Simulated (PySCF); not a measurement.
Compound: 5-methylisoxazole, C4H5NO.
Bonds: C1–C2, C2–C3 (aromatic), C3–C4 (aromatic), C4–N5 (aromatic), N5–O6 (aromatic), C2–O6 (aromatic). Hydrogens: H7, H8, H9 on C1; H10 on C3; H11 on C4.

Method used: PBE0-D3(BJ)/def2-SVP geometry optimisation, gas phase (PySCF 2.14.0).

Give the optimised bond lengths and angles.

| bond | length (Å) | order |
| --- | --- | --- |
| C1–C2 | 1.481 | single |
| C2–C3 | 1.366 | aromatic |
| C3–C4 | 1.420 | aromatic |
| C4–N5 | 1.306 | aromatic |
| N5–O6 | 1.364 | aromatic |
| C2–O6 | 1.339 | aromatic |
| C1–H7, C1–H8, C1–H9 | 1.100 | single |
| C3–H10 | 1.086 | single |
| C4–H11 | 1.090 | single |

Bonds in one row agree within 0.01 Å and their mean is given. Orders are formal, as drawn. A selection of angles:
| angle | degrees |
| --- | --- |
| C2–C1–H7 | 110.3 |
| C2–C1–H8 | 110.8 |
| H7–C1–H8 | 108.7 |
| H8–C1–H9 | 107.5 |
| C1–C2–C3 | 133.9 |
| C1–C2–O6 | 117.1 |
| C3–C2–O6 | 109.0 |
| C2–C3–C4 | 103.2 |
| C2–C3–H10 | 128.0 |
| C4–C3–H10 | 128.8 |
| C3–C4–N5 | 111.8 |
| C3–C4–H11 | 129.0 |
| N5–C4–H11 | 119.2 |
| C4–N5–O6 | 105.7 |
| C2–O6–N5 | 110.4 |

The C–C distances run from 1.366 Å (C2–C3, aromatic) to 1.481 Å (C1–C2, drawn single), a spread of 0.115 Å. The 6 heavy atoms lie in one plane (0.000 Å rms). O6 (ring oxygen) is bent (angle 110.4°). The 5-membered ring C2–C3–C4–N5–O6 has internal angles of 103.2° to 111.8°; it is planar, 0.00 Å rms from its mean plane, widest ring torsion 0°.

Point group: Cs (every atom within 0.08 Å of its image). Whether it is a minimum is left open (no frequencies).
